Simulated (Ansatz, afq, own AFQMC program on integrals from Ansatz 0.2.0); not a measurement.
Se$_{2}$⁺, quartet: AFQMC among the cluster methods

```csv
atom,x (Å),y (Å),z (Å)
Se,0.0000,0.0000,0.0000
Se,0.0000,0.0000,2.3096
```

Basis cc-pVDZ. Noble-gas cores (and the filled d shells of Ga–Kr and In–Xe) are frozen. AFQMC by an in-house program on the Cholesky factors that Ansatz 0.2.0 writes for its CCSD(T) run. The CISD trial takes its coefficients from CCSD amplitudes. Released means that phaseless walkers are propagated on without the constraint, phases kept. Free AFQMC starts from the CCSD state and is never constrained. Its projection time is finite, and what remains of the start isn't in its error. ± is one standard error of the sampling. No spin–orbit coupling.

Determinant: UHF, the one that the program's search chose, which needn't be the lowest solution. The geometry is a PBE0/def2-TZVP stationary point of this or a neighbouring charge and spin state.

No full CI on the walks' own integrals is used here; CCSDT(Q) serves as the reference and is uncertain by about the last step of the cluster series.

Cautions: no relativity below Rb; no spin-orbit coupling; inner d shell frozen; another spin lies lower.

```
T1 diagnostic                               : 0.0134
weight of the determinant in the CISD state : 0.882
⟨S²⟩ of the determinant                     : 3.778
size of the correlated space                : 11 electrons in 26 orbitals
```

| level | correlation energy (eV) |
| --- | --- |
| MP2 | -4.6294 |
| CCSD | -5.3787 |
| CCSD(T) | -5.5642 |

**Question.** Estimate where free-projection AFQMC lies against CCSD(T) on the same integrals.

**Answer.** 2.9 ± 1.0 kJ/mol below CCSD(T).

Reference: CCSDT(Q), correlation energy -5.611 eV. The released energy is read at 2.40 1/Eh (meV from the phaseless value at times in 1/Eh: -10 ± 12 at 0.24, -26 ± 11 at 0.51, 1 ± 10 at 0.99, 2 ± 11 at 1.62, 1 ± 12 at 2.40).

```
         level  E − E(reference) (kJ/mol)  share of correlation (%)
       CCSD(T)                        4.5                     99.17
         CCSDT                        1.6                     99.71
   ph-AFQMC/HF                 15.8 ± 5.3                     97.08
 ph-AFQMC/CISD                  2.0 ± 1.0                     99.63
released AFQMC                  2.1 ± 1.2                     99.62
    free AFQMC                  1.6 ± 1.0                     99.70
```

Free projections are given only where their last times agree within the noise and don't stop above the reference; a slow remainder of the start can still hide under it. A walk keeps the symmetry of its determinant, which the program's search chose and which needn't be the lowest solution, so a lower state of the same spin and another symmetry isn't excluded. Released energies are given only where the last usable release times agree within the noise; a slower fall can still hide under it.
